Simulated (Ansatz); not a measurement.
# C₂H₇N (singlet): the correlation ladder, cc-pVDZ

The task here is to estimate one member of a computed series from the others.

Computed with Ansatz 0.2.0, Gaussian basis. Level: cc-pVDZ, core rule «outside noble gas», up to 3 orbitals frozen.

The runs, in order: UHF; CCSD(T) on RHF; BCCD(T) on RHF; CISD; CCSDT(Q) on RHF; CASSCF and MRCISD+Q, 8 electrons in 8 orbitals; CASSCF and NEVPT2, 8 electrons in 8 orbitals.

15 further runs of the same task are left out: 2 that didn't finish, 13 set aside as unsound or not needed.

### The system

The geometry is an MP2(full)/6-31G* stationary point (not a proven minimum).

10 atoms, charge 0, spin multiplicity 1.

Atoms are counted from 1 here; the program's logs count them from 0.

Bond lengths: C1–C2 1.526 Å, C1–H4 1.095 Å, C1–H5 1.095 Å, C1–H6 1.095 Å, C2–N3 1.464 Å, C2–H7 1.095 Å, C2–H8 1.095 Å, N3–H9 1.019 Å, N3–H10 1.019 Å. Angles: C2–C1–H4 111.6°, C2–C1–H5 110.6°, C2–C1–H6 110.6°, H4–C1–H5 108.0°, H4–C1–H6 108.0°, H5–C1–H6 107.9°, C1–C2–N3 115.5°, C1–C2–H7 109.8°, C1–C2–H8 109.8°, N3–C2–H7 107.4°, N3–C2–H8 107.4°, H7–C2–H8 106.4°, C2–N3–H9 109.3°, C2–N3–H10 109.3°, H9–N3–H10 105.8°.

Set-up of the first run:

The input, in.yaml:

```yaml
crystal:
  periodic: [false, false, false]
  atoms:
    - {symbol: C, position_ang: [1.251232, -0.369520, 0.000000]}
    - {symbol: C, position_ang: [0.041218, 0.560029, 0.000000]}
    - {symbol: N, position_ang: [-1.264133, -0.103400, 0.000000]}
    - {symbol: H, position_ang: [2.190528, 0.192576, 0.000000]}
    - {symbol: H, position_ang: [1.243014, -1.013682, 0.884909]}
    - {symbol: H, position_ang: [1.243014, -1.013682, -0.884909]}
    - {symbol: H, position_ang: [0.075779, 1.215041, -0.876478]}
    - {symbol: H, position_ang: [0.075779, 1.215041, 0.876478]}
    - {symbol: H, position_ang: [-1.331108, -0.714262, 0.813132]}
    - {symbol: H, position_ang: [-1.331108, -0.714262, -0.813132]}
basis:
  gaussian: {orbitals: cc-pVDZ}
magnetization: {spin_polarized: true, initial_magnetization: 0}
hamiltonian: {xc: hf}
output: {orbitals: {seedname: orbitals}}
```

On the command line:

```
$ ansatz run in.yaml --threads 1 --pin off --events-out ev --progress --plain --max-ram 4096MiB --backend cpu
```

Steps of the session up to this table: UHF; CCSD(T) on RHF; BCCD(T) on RHF; CISD; CCSDT(Q) on RHF; CASSCF and MRCISD+Q, 8 electrons in 8 orbitals; CASSCF and NEVPT2, 8 electrons in 8 orbitals.

One of the session's tables, all rows but one given; the rest of the session is left out.

```
           method  from RCCSDT(Q) (meV)
              RHF              +14353.4
             RMP2               +1588.6
             CISD               +2093.5
            RCCSD                     ?
         RCCSD(T)                 +42.9
          BCCD(T)                 +42.2
           RCCSDT                 +23.2
        RCCSDT(Q)                     0
  CASSCF frontier              +11478.4
  NEVPT2 frontier               +1774.9
  MRCISD frontier               +1411.5
MRCISD+Q frontier                +213.6
```

Q: Estimate the row for RCCSD from the others.

The run gave: from RCCSDT(Q) (meV): +408.8. In the column «from RCCSDT(Q) (meV)» it lies between MRCISD+Q frontier (+213.6) and MRCISD frontier (+1411.5).

With the free atoms at the same levels and basis (separate runs), the atomisation energy is 35.229 eV at RCCSDT(Q), 35.208 eV at RCCSD(T), 27.294 eV at RHF.
